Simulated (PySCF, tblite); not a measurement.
Problem. Write Cartesian coordinates for InChI=1S/C4H9F/c1-4(2)3-5/h4H,3H2,1-2H3 as optimised with GFN2-xTB.

Solution. 
```
atom  x, y, z in Å
C1     1.3589   -0.4485   -0.2176
C2     0.0146   -0.0713    0.4002
C3    -0.2494    1.4257    0.2697
C4    -1.1139   -0.8515   -0.2702
F5    -0.9902   -2.1977   -0.0189
H6     2.1708    0.0461    0.3095
H7     1.3934   -0.1505   -1.2637
H8     1.5114   -1.5232   -0.1582
H9     0.0245   -0.3445    1.4610
H10    0.5495    1.9901    0.7439
H11   -0.2962    1.7136   -0.7785
H12   -1.1900    1.6969    0.7436
H13   -1.0895   -0.7323   -1.3587
H14   -2.0945   -0.5532    0.1157
```

Any rigid rotation of these coordinates is as good. Atoms count from 1 in this order. Of the pairs four or more bonds apart, F5···H8 is among the closest relative to their van der Waals radii: 2.59 Å, 97 % of the sum of Bondi's values. All 3 C–C bonds measure 1.526 to 1.527 Å.

Bonds between heavy atoms (Å): C1–C2 1.527, C2–C3 1.526, C2–C4 1.527, C4–F5 1.375.

Computed geometry: GFN2-xTB, gas phase.

Point group: C1 (no symmetry element, even within 0.4 Å). Its GFN2-xTB frequencies are all real (lowest 103 cm⁻¹). One conformer, not necessarily the lowest (C1–C2–C4–F5 65°).
